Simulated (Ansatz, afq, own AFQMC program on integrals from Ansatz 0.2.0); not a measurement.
**BH2O (doublet): quantum Monte Carlo beside coupled cluster at scale of all distances = 2.379, cc-pVDZ**

Aim: compute BH2O (doublet) with auxiliary-field quantum Monte Carlo on the same integrals as coupled cluster, and set the energies side by side.

Program: Ansatz 0.2.0, Gaussian basis, and an in-house AFQMC program (afq) on its integrals; all values are calculated. Level of theory: cc-pVDZ, frozen cores. These are calculated values, not measurements.

The runs, in order: PBE (unrestricted); r2SCAN (unrestricted); PBE0 (unrestricted); B3LYP (unrestricted); wB97M-V (unrestricted); B2PLYP (unrestricted); CCSD(T) on UHF; CCSDT(Q) on UHF; Phaseless AFQMC, CISD trial on UHF.

### 1 The geometry

The geometry derives from a PBE0/def2-TZVP stationary point (not a proven minimum). All distances are scaled together.

4 atoms, charge 0, spin multiplicity 2.

Atoms are counted from 1 here; the program's logs count them from 0.

No contacts short enough for the rule that draws bonds.

As a file:

```
B     0.0000    0.0000    1.5913
O     0.0000    0.0000   -1.4566
H     0.0000    2.4986    3.0262
H     0.0000   -2.4986    3.0262
```

### 2 PBE (unrestricted)

in.yaml

```yaml
crystal:
  periodic: [false, false, false]
  atoms:
    - {symbol: B, position_ang: [0.000000, 0.000000, 1.591333]}
    - {symbol: O, position_ang: [0.000000, 0.000000, -1.456582]}
    - {symbol: H, position_ang: [0.000000, 2.498595, 3.026237]}
    - {symbol: H, position_ang: [0.000000, -2.498595, 3.026237]}
basis:
  gaussian: {orbitals: cc-pVDZ}
magnetization: {spin_polarized: true, initial_magnetization: 1}
hamiltonian: {xc: {name: PBE}}
output: {orbitals: {seedname: orbitals}}
```

Command:

```sh
$ ansatz run in.yaml --threads 1 --pin off --events-out ev --progress --plain --max-ram 1382MiB
```

Output (excerpt; [...] marks lines left out):

```text
Functional definition: PBE
  name "PBE"
  cite "Perdew, Burke & Ernzerhof, Phys. Rev. Lett. 77, 3865 (1996) doi:10.1103/PhysRevLett.77.3865"
  parent pbe
[...]
405 factors; their error is unknown
[...]
mean field -2738.07016335 eV, -100.6222225725 hartree, gradient 2.4e-6 eV, S^2 2.202185; 32 other end points of the search recorded, 0 dependent functions left out
reference -2738.07020319 eV, -100.6222240366 hartree; 8, 7 occupied and 30, 31 virtual orbitals, 405 factors
Total energy: -2738.07020319 eV, -100.6222240366 hartree
```

Wall time 9.5 s (1 thread of Intel Xeon 6975P-C (Granite Rapids), shared host).

From the report: ⟨S²⟩ of the determinant 2.202 (pure doublet: 0.75). The determinant is far from a pure spin state, so its energy mixes those of several spin states (harmless only where they are near-degenerate, as at dissociation).

### 3 r2SCAN (unrestricted)

in.yaml, as its differences from that of step 2:

```diff
@@ -10,3 +10,2 @@
 magnetization: {spin_polarized: true, initial_magnetization: 1}
-hamiltonian: {xc: {name: PBE}}
-output: {orbitals: {seedname: orbitals}}
+hamiltonian: {xc: {name: r2SCAN}}
```

The command is unchanged.

Output (excerpt; [...] marks lines left out):

```text
Functional definition: r2SCAN
  name "r2SCAN"
  cite "Furness, Kaplan, Ning, Perdew & Sun, J. Phys. Chem. Lett. 11, 8208 (2020) doi:10.1021/acs.jpclett.0c02405"
  cite "Furness, Kaplan, Ning, Perdew & Sun, J. Phys. Chem. Lett. 11, 9248 (2020) doi:10.1021/acs.jpclett.0c03077"
  parent r2scan
[...]
405 factors; their error is unknown
[...]
mean field -2740.00141600 eV, -100.6931947983 hartree, gradient 6.3e-6 eV, S^2 2.373477; 29 other end points of the search recorded, 0 dependent functions left out
reference -2740.00142790 eV, -100.6931952355 hartree; 8, 7 occupied and 30, 31 virtual orbitals, 405 factors
Total energy: -2740.00142790 eV, -100.6931952355 hartree
```

Run time: 21 s. Hardware: 1 thread of Intel Xeon 6975P-C (Granite Rapids), shared host.

From the report: ⟨S²⟩ of the determinant 2.373 (pure doublet: 0.75). The determinant is far from a pure spin state, so its energy mixes those of several spin states (harmless only where they are near-degenerate, as at dissociation).

### 4 PBE0 (unrestricted)

in.yaml, as its differences from that of step 3:

```diff
@@ -10,2 +10,3 @@
 magnetization: {spin_polarized: true, initial_magnetization: 1}
-hamiltonian: {xc: {name: r2SCAN}}
+hamiltonian: {xc: {name: PBE0}}
+output: {orbitals: {seedname: orbitals}}
```

Launched as before.

Output (excerpt; [...] marks lines left out):

```text
Functional definition: PBE0
  name "PBE0"
  cite "Adamo & Barone, J. Chem. Phys. 110, 6158 (1999) doi:10.1063/1.478522"
  cite "Perdew, Burke & Ernzerhof, Phys. Rev. Lett. 77, 3865 (1996) doi:10.1103/PhysRevLett.77.3865"
  parent pbe
[...]
344 factors; integrals over basis functions are off by at most 8.1e-4 eV
[...]
mean field -2738.23960555 eV, -100.6284494583 hartree, gradient 2.8e-6 eV, S^2 2.472164; 23 other end points of the search recorded, 0 dependent functions left out
reference -2738.23963658 eV, -100.6284505987 hartree; 8, 7 occupied and 30, 31 virtual orbitals, 344 factors
Total energy: -2738.23963658 eV, -100.6284505987 hartree
```

It took 15 s on 1 thread of Intel Xeon 6975P-C (Granite Rapids), shared host.

From the report: ⟨S²⟩ of the determinant 2.472 (pure doublet: 0.75). The determinant is far from a pure spin state, so its energy mixes those of several spin states (harmless only where they are near-degenerate, as at dissociation).

### 5 B3LYP (unrestricted)

in.yaml, as its differences from that of step 4:

```diff
@@ -10,3 +10,2 @@
 magnetization: {spin_polarized: true, initial_magnetization: 1}
-hamiltonian: {xc: {name: PBE0}}
-output: {orbitals: {seedname: orbitals}}
+hamiltonian: {xc: {name: B3LYP}}
```

Same command.

Output (excerpt; [...] marks lines left out):

```text
Functional definition: B3LYP
  name "B3LYP"
  cite "Stephens, Devlin, Chabalowski & Frisch, J. Phys. Chem. 98, 11623 (1994) doi:10.1021/j100096a001"
  cite "Becke, Phys. Rev. A 38, 3098 (1988) doi:10.1103/PhysRevA.38.3098"
  cite "Lee, Yang & Parr, Phys. Rev. B 37, 785 (1988) doi:10.1103/PhysRevB.37.785"
  cite "Vosko, Wilk & Nusair, Can. J. Phys. 58, 1200 (1980) doi:10.1139/p80-159"
[...]
344 factors; integrals over basis functions are off by at most 8.1e-4 eV
[...]
mean field -2741.71077006 eV, -100.7560124015 hartree, gradient 2.1e-6 eV, S^2 2.385728; 21 other end points of the search recorded, 0 dependent functions left out
reference -2741.71103366 eV, -100.7560220886 hartree; 8, 7 occupied and 30, 31 virtual orbitals, 344 factors
Total energy: -2741.71103366 eV, -100.7560220886 hartree
```

Wall time 13 s (1 thread of Intel Xeon 6975P-C (Granite Rapids), shared host).

From the report: ⟨S²⟩ of the determinant 2.386 (pure doublet: 0.75). The determinant is far from a pure spin state, so its energy mixes those of several spin states (harmless only where they are near-degenerate, as at dissociation).

### 6 wB97M-V (unrestricted)

in.yaml, as its differences from that of step 5:

```diff
@@ -10,2 +10,3 @@
 magnetization: {spin_polarized: true, initial_magnetization: 1}
-hamiltonian: {xc: {name: B3LYP}}
+hamiltonian: {xc: {name: wB97M-V}}
+output: {orbitals: {seedname: orbitals}}
```

Launched as before.

Output (excerpt; [...] marks lines left out):

```text
Functional definition: wB97M-V
  name "wB97M-V"
  cite "Mardirossian & Head-Gordon, J. Chem. Phys. 144, 214110 (2016) doi:10.1063/1.4952647"
  cite "Becke, J. Chem. Phys. 107, 8554 (1997) doi:10.1063/1.475007"
  cite "Vydrov & Van Voorhis, J. Chem. Phys. 133, 244103 (2010) doi:10.1063/1.3521275"
  # Of w^i u^j: cxij and so on, Table III.
[...]
  gx(w, u) = 1 - cx + cx01*u + cx10*w
  gss(w, u) = css00 + css04*u^4 + css10*w + css20*w^2 + css43*w^4*u^3
  gos(w, u) = cos00 + cos10*w + (cos20 + cos21*u)*w^2 + (cos60 + cos61*u)*w^6
[...]
      + integral(e_c_pw_mod_opposite_spin*gos(b97_w_opposite, b97_u_opposite)) + vv10(b, c)
344 factors; integrals over basis functions are off by at most 8.1e-4 eV
111 factors; integrals over basis functions are off by at most 7.1e-5 eV
[...]
mean field -2740.06975763 eV, -100.6957063070 hartree, gradient 6.0e-7 eV, S^2 2.480237; 19 other end points of the search recorded, 0 dependent functions left out
reference -2740.06979313 eV, -100.6957076115 hartree; 8, 7 occupied and 30, 31 virtual orbitals, 344 factors
Total energy: -2740.06979313 eV, -100.6957076115 hartree
```

It took 39 s on 1 thread of Intel Xeon 6975P-C (Granite Rapids), shared host.

From the report: ⟨S²⟩ of the determinant 2.480 (pure doublet: 0.75). The determinant is far from a pure spin state, so its energy mixes those of several spin states (harmless only where they are near-degenerate, as at dissociation).

### 7 B2PLYP (unrestricted)

in.yaml, as its differences from that of step 6:

```diff
@@ -10,3 +10,3 @@
 magnetization: {spin_polarized: true, initial_magnetization: 1}
-hamiltonian: {xc: {name: wB97M-V}}
-output: {orbitals: {seedname: orbitals}}
+hamiltonian: {xc: {name: B2PLYP}}
+correlation: {electrons: outside_noble_gas}
```

Launched as before.

Output (excerpt; [...] marks lines left out):

```text
Functional definition: B2PLYP
  name "B2PLYP"
  cite "Grimme, J. Chem. Phys. 124, 034108 (2006) doi:10.1063/1.2148954"
  cite "Becke, Phys. Rev. A 38, 3098 (1988) doi:10.1103/PhysRevA.38.3098"
  cite "Lee, Yang & Parr, Phys. Rev. B 37, 785 (1988) doi:10.1103/PhysRevB.37.785"
[...]
344 factors; integrals over basis functions are off by at most 8.1e-4 eV
[...]
mean field -2737.66705250 eV, -100.6074085221 hartree, gradient 4.7e-8 eV, S^2 2.568897; 18 other end points of the search recorded, 0 dependent functions left out
2 core orbitals not correlated: weight in the atoms' cores, before any rotation towards them, 1.000 or more for the frozen orbitals, at most 0.000 for the correlated occupied ones
reference -2737.66722144 eV, -100.6074147304 hartree; 6, 5 occupied and 30, 31 virtual orbitals, 344 factors
second order -4.77165806 eV of doubles, -0.00000000 eV of singles
Total energy: -2738.95556912 eV, -100.6547606342 hartree
```

Wall time 14 s (1 thread of Intel Xeon 6975P-C (Granite Rapids), shared host).

From the report: ⟨S²⟩ of the determinant 2.569 (pure doublet: 0.75). The determinant is far from a pure spin state, so its energy mixes those of several spin states (harmless only where they are near-degenerate, as at dissociation).

### 8 CCSD(T) on UHF

in.yaml, as its differences from that of step 7:

```diff
@@ -10,3 +10,2 @@
 magnetization: {spin_polarized: true, initial_magnetization: 1}
-hamiltonian: {xc: {name: B2PLYP}}
-correlation: {electrons: outside_noble_gas}
+correlation: {method: ccsd_t, electrons: outside_noble_gas, hamiltonian_folder: ham}
```

Launched as before.

Output (excerpt; [...] marks lines left out):

```text
Functional definition: HF
  name "HF"
  cite "Fock, Z. Phys. 61, 126 (1930) doi:10.1007/BF01340294"
  parent pbe
[...]
344 factors; integrals over basis functions are off by at most 8.1e-4 eV
[...]
mean field -2729.94742401 eV, -100.3237174075 hartree, gradient 5.9e-6 eV, S^2 2.671359; 60 other end points of the search recorded, 0 dependent functions left out
determinant -2729.94742401 eV, -100.3237174075 hartree, with singles and doubles -2734.86948173 eV, -100.5045996924 hartree
determinant -2729.91289848 eV, -100.3224486178 hartree, with singles and doubles -2734.81952510 eV, -100.5027638201 hartree
determinant -2729.91268453 eV, -100.3224407550 hartree, with singles and doubles -2734.81619310 eV, -100.5026413713 hartree
determinant -2729.90598847 eV, -100.3221946795 hartree, with singles and doubles -2734.81169337 eV, -100.5024760094 hartree
[...]
determinant -2729.60476312 eV, -100.3111248523 hartree, with singles and doubles -2734.42883774 eV, -100.4884063245 hartree
determinant -2729.57955187 eV, -100.3101983558 hartree, with singles and doubles -2734.39933736 eV, -100.4873222056 hartree
determinant -2729.56881117 eV, -100.3098036423 hartree, with singles and doubles -2734.40963856 eV, -100.4877007677 hartree
determinant -2725.52825170 eV, -100.1613158205 hartree, with singles and doubles -2734.32677881 eV, -100.4846557282 hartree
2 core orbitals not correlated: weight in the atoms' cores, before any rotation towards them, 1.000 or more for the frozen orbitals, at most 0.000 for the correlated occupied ones
reference -2729.94742401 eV, -100.3237174075 hartree; 6, 5 occupied and 30, 31 virtual orbitals, 344 factors
second order -3.85688877 eV of doubles, -0.00000000 eV of singles
cycle   1  -4.97968646 eV  change    6.1e-7 eV  update   3.0e-6
perturbative correction -0.08403842 eV, -0.0030883549 hartree
Total energy: -2735.01114889 eV, -100.5098058645 hartree
```

Run time: 21 s. Hardware: 1 thread of Intel Xeon 6975P-C (Granite Rapids), shared host.

From the report: ⟨S²⟩ of the determinant 2.671 (pure doublet: 0.75); correlation -5.0637 eV; T1 0.030; largest double amplitude 0.12. The determinant is far from a pure spin state, so its energy mixes those of several spin states (harmless only where they are near-degenerate, as at dissociation).

This run also writes the integrals to the folder ham.

### 9 CCSDT(Q) on UHF

in.yaml, as its differences from that of step 8:

```diff
@@ -10,2 +10,2 @@
 magnetization: {spin_polarized: true, initial_magnetization: 1}
-correlation: {method: ccsd_t, electrons: outside_noble_gas, hamiltonian_folder: ham}
+correlation: {method: ccsdt_q, electrons: outside_noble_gas}
```

Launched as before.

Output (excerpt; [...] marks lines left out):

```text
Functional definition: HF
  name "HF"
  cite "Fock, Z. Phys. 61, 126 (1930) doi:10.1007/BF01340294"
  parent pbe
[...]
608 factors; integrals over basis functions are off by at most 1.4e-7 eV
[...]
mean field -2729.94752608 eV, -100.3237211585 hartree, gradient 5.9e-6 eV, S^2 2.671359; 65 other end points of the search recorded, 0 dependent functions left out
determinant -2729.94752608 eV, -100.3237211585 hartree, with singles and doubles -2734.86958714 eV, -100.5046035662 hartree
determinant -2729.91301656 eV, -100.3224529571 hartree, with singles and doubles -2734.81964681 eV, -100.5027682928 hartree
determinant -2729.91278740 eV, -100.3224445354 hartree, with singles and doubles -2734.81630070 eV, -100.5026453256 hartree
determinant -2729.90611519 eV, -100.3221993363 hartree, with singles and doubles -2734.81182361 eV, -100.5024807956 hartree
[...]
determinant -2729.57969117 eV, -100.3102034749 hartree, with singles and doubles -2734.39948791 eV, -100.4873277383 hartree
determinant -2729.56897681 eV, -100.3098097295 hartree, with singles and doubles -2734.40981301 eV, -100.4877071784 hartree
determinant -2725.52834817 eV, -100.1613193660 hartree, with singles and doubles -2734.32692481 eV, -100.4846610934 hartree
2 core orbitals not correlated: weight in the atoms' cores, before any rotation towards them, 1.000 or more for the frozen orbitals, at most 0.000 for the correlated occupied ones
reference -2729.94752608 eV, -100.3237211585 hartree; 6, 5 occupied and 30, 31 virtual orbitals, 608 factors
second order -3.85690467 eV of doubles, -0.00000000 eV of singles
cycle   1  -4.54779891 eV  change   -6.9e-1 eV  update   7.2e-2
[...]
cycle 111  -5.17856534 eV  change   -1.4e-7 eV  update   2.7e-7
perturbative correction -0.01265225 eV, -0.0004649616 hartree
Total energy: -2735.13874367 eV, -100.5144948861 hartree
```

It took 56 s on 1 thread of Intel Xeon 6975P-C (Granite Rapids), shared host; peak memory 0.26 GiB.

From the report: ⟨S²⟩ of the determinant 2.671 (pure doublet: 0.75); correlation -5.1912 eV; T1 0.061; largest double amplitude 0.28. The determinant is far from a pure spin state, so its energy mixes those of several spin states (harmless only where they are near-degenerate, as at dissociation).

### 10 Phaseless AFQMC, CISD trial on UHF

It reads the integrals that the CCSD(T) run on this determinant wrote.

Command:

```sh
$ afq ham --method phaseless --trial cisd --walkers 60 --populations 1 --least-time 40 --time-step 0.005 --steps-per-block 50 --equilibration-blocks 40 --max-blocks 300 --target-error 0.0008 --factor-cut 1e-05 --start spin_pure --seed 5260 --release-times 0.24,0.51,0.99,1.62,2.4 --release-step 0.03 --release-every 4 --taylor-order 6
```

Output:

```text
orbitals 36  electrons 6 5  factors 212 of 344
reference energy -100.32371741 Eh
CCSD correlation -0.18299942 Eh in 34 cycles, weight of the determinant in the CISD state 0.8331
energy of the start -100.477321 Eh
 block  time / (1/Eh)  mean weight  energy / Eh
     1     0.250  0.9998  -100.493260
     2     0.500  0.9984  -100.496031
     3     0.750  0.9993  -100.499614
     4     1.000  1.0034  -100.503559
     5     1.250  1.0004  -100.504063
     6     1.500  0.9994  -100.510782
     7     1.750  0.9991  -100.511520
     8     2.000  1.0020  -100.517444
     9     2.250  0.9989  -100.511641
    10     2.500  0.9982  -100.513771
    11     2.750  0.9991  -100.509655
    16     4.000  0.9997  -100.505295
    21     5.250  1.0017  -100.506607
    26     6.500  0.9999  -100.518508
    31     7.750  1.0018  -100.509350
    36     9.000  1.0042  -100.514564
    41    10.250  0.9983  -100.510555
    46    11.500  1.0028  -100.511195
    51    12.750  0.9980  -100.507143
    56    14.000  0.9989  -100.509160
    61    15.250  0.9993  -100.513295
    66    16.500  1.0005  -100.517547
    71    17.750  1.0008  -100.508889
    76    19.000  0.9984  -100.512345
    81    20.250  0.9989  -100.515257
    86    21.500  1.0030  -100.512780
    91    22.750  0.9977  -100.513163
    96    24.000  1.0016  -100.508324
   101    25.250  1.0004  -100.512565
   106    26.500  1.0010  -100.507137
   111    27.750  0.9950  -100.520737
   116    29.000  1.0012  -100.518557
   121    30.250  0.9997  -100.508356
   126    31.500  0.9988  -100.511535
   131    32.750  1.0019  -100.499335
   136    34.000  0.9997  -100.501361
   141    35.250  0.9990  -100.516125
   146    36.500  1.0001  -100.509870
   151    37.750  1.0017  -100.502455
   156    39.000  1.0034  -100.519108
   161    40.250  0.9991  -100.501498
   166    41.500  1.0038  -100.519793
   171    42.750  1.0023  -100.521439
   176    44.000  1.0004  -100.505998
   181    45.250  0.9997  -100.502891
   186    46.500  0.9965  -100.510302
   191    47.750  1.0019  -100.509107
   196    49.000  1.0011  -100.526542
blocks merged  error / Eh  count
     1  0.000525  160
     2  0.000605  80
     4  0.000702  40
     8  0.000722  20
    16  0.000766  10
released: time / (1/Eh)  energy / Eh  error  mean overlap
  0.24  -100.515077  0.001392  0.9872
  0.51  -100.513368  0.001196  1.0064
  0.99  -100.514088  0.001708  1.0158
  1.62  -100.520826  0.002108  0.9982
  2.40  -100.513521  0.002269  1.0781
energy -100.512840 +/- 0.000722 Eh
```

It took 3.5 min on 1 thread of Intel Xeon 6975P-C (Granite Rapids), shared host.

Energy -2735.0937 ± 0.0197 eV. Caveats: constraint bias not in the error.

### 11 AFQMC on the ladder

On the UHF determinant, counted from CCSDT(Q) (a yardstick, not exact):

| level | energy (eV) | from CCSDT(Q) (kJ/mol) | statistical error (kJ/mol) | time |
| --- | --- | --- | --- | --- |
| HF | -2729.9474 | +500.9 |  |  |
| MP2 | -2733.8043 | +128.8 |  |  |
| CCSD | -2734.9271 | +20.4 |  |  |
| CCSD(T) | -2735.0111 | +12.3 |  |  |
| CCSDT(Q) | -2735.1387 | 0.0 |  |  |
| Phaseless AFQMC, CISD trial, step 0.005, 60 walkers | -2735.0937 | +4.3 | 1.9 | 3.5 min |

The functionals' totals stand on their own zeros and serve differences with other points: PBE -2738.070 eV; r2SCAN -2740.001 eV; PBE0 -2738.240 eV; B3LYP -2741.711 eV; wB97M-V -2740.070 eV; B2PLYP -2738.956 eV.

### 12 What came out

| quantity | value |
| --- | --- |
| CCSD(T) on UHF from CCSDT(Q) | +12.3 kJ/mol |
| Phaseless AFQMC, CISD trial on UHF from CCSDT(Q) | +4.3 ± 1.9 kJ/mol |

What this shows: On UHF the phaseless walk with the CISD trial lies +4.3 kJ/mol from CCSDT(Q), within three error bars. Error bars are statistical and leave out the constraint, the time step and what remains of the start.
